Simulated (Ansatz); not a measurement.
```yaml
crystal:
  periodic: [false, false, false]
  atoms:
    - {symbol: W, position_ang: [-0.145678, -0.000146, -0.000324]}
    - {symbol: C, position_ang: [1.824894, 0.001833, 0.004059]}
    - {symbol: H, position_ang: [2.411477, 0.923552, 0.002696]}
    - {symbol: H, position_ang: [2.413316, -0.918705, 0.008037]}
basis:
  gaussian: {orbitals: def2-TZVP}
magnetization: {spin_polarized: true, initial_magnetization: 2}
hamiltonian: {xc: pbe0}
relax: {f_tol: 0.004, max_steps: 80}
```

```sh
$ ansatz run in.yaml --threads 1 --pin off --events-out ev --progress --plain --max-ram 2176MiB
```

Steps of the relaxation (energy above the last step; positions in Å, forces in eV/Å):

```
4
step 1, 132.4 meV
W    -0.146    0.000    0.000    2.333    0.002    0.005
C     1.825    0.002    0.004   -2.286   -0.002   -0.005
H     2.411    0.924    0.003   -0.024    0.024    0.000
H     2.413   -0.919    0.008   -0.024   -0.024    0.000
```

```
4
step 2, 0.4 meV
W    -0.068    0.000    0.000    0.026    0.000    0.000
C     1.801    0.002    0.004   -0.162    0.000    0.000
H     2.385    0.925    0.003    0.068    0.040    0.000
H     2.387   -0.921    0.008    0.068   -0.040    0.000
```

```
4
step 3, 0.1 meV
W    -0.069    0.000    0.000   -0.002    0.000    0.000
C     1.799    0.002    0.004   -0.055    0.000    0.000
H     2.386    0.925    0.003    0.028    0.010    0.000
H     2.388   -0.920    0.008    0.028   -0.010    0.000
```

```
4
step 4, 0.0 meV
W    -0.071    0.000    0.000    0.001    0.000    0.000
C     1.797    0.002    0.004    0.000    0.000    0.000
H     2.388    0.924    0.003    0.000    0.000    0.000
H     2.390   -0.919    0.008    0.000    0.000    0.000
```

Close pairs at the end: C2–H4 1.095 Å, C2–H3 1.095 Å, W1–C2 1.868 Å, W1–H3 2.627 Å, W1–H4 2.627 Å.

A stationary point of unrestricted PBE0 after 4 steps, with ⟨S²⟩ = 2.763 against 2.00 for a pure state; no frequencies were run, so it isn't proven a minimum. 87 s on 1 thread of Arm Neoverse V2, shared host.
